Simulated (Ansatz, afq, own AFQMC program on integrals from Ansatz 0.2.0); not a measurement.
Integrals from Ansatz 0.2.0, then the random walk in our own AFQMC program (afq).

```yaml
crystal:
  periodic: [false, false, false]
  atoms:
    - {symbol: B, position_ang: [0.000000, 0.000000, 0.000000]}
    - {symbol: O, position_ang: [0.000000, 0.000000, 3.857000]}
basis:
  gaussian: {orbitals: 6-31G}
magnetization: {spin_polarized: true, initial_magnetization: 3}
correlation: {method: ccsd_t, electrons: outside_noble_gas, hamiltonian_folder: ham}
```

```sh
$ ansatz run in.yaml --threads 1 --pin off --events-out ev --progress --plain --max-ram 16896MiB --backend cuda --devices 0, --max-vram 18GiB
```

Options of the walk:

```
--method phaseless --trial cisd --walkers 80 --populations 1 --least-time 40 --time-step 0.005 --steps-per-block 50 --equilibration-blocks 12 --max-blocks 5 --target-error 0.00144 --factor-cut 1e-05 --start spin_pure --seed 1521 --taylor-order 6
```

Times are imaginary, in 1/Eh. The walk had a cap of 60 s.

```
orbitals 16  electrons 6 3  factors 69 of 201
reference energy -99.30039328 Eh
CCSD correlation -0.09991086 Eh in 18 cycles, weight of the determinant in the CISD state 0.9257
energy of the start -99.400292 Eh
 block  time / (1/Eh)  mean weight  energy / Eh
     1     0.250  0.9988  -99.399877
     2     0.500  0.9994  -99.399928
     3     0.750  1.0013  -99.400558
     4     1.000  1.0004  -99.401329
     5     1.250  0.9981  -99.400314
     6     1.500  1.0002  -99.400433
     7     1.750  1.0009  -99.399889
     8     2.000  1.0006  -99.400478
     9     2.250  0.9993  -99.402206
    10     2.500  1.0001  -99.401416
    11     2.750  1.0001  -99.402248
    12     3.000  1.0006  -99.404233
    13     3.250  0.9999  -99.401394
    14     3.500  0.9986  -99.401172
    15     3.750  0.9993  -99.402627
    16     4.000  0.9994  -99.403918
    17     4.250  1.0005  -99.400409
no energy: too few blocks
```

The run failed at least one of its tests; the cautions name the faults.

A setting was made bad on purpose (too few blocks), but the run ended before it gave an energy.

Cautions: lower spins were not checked.
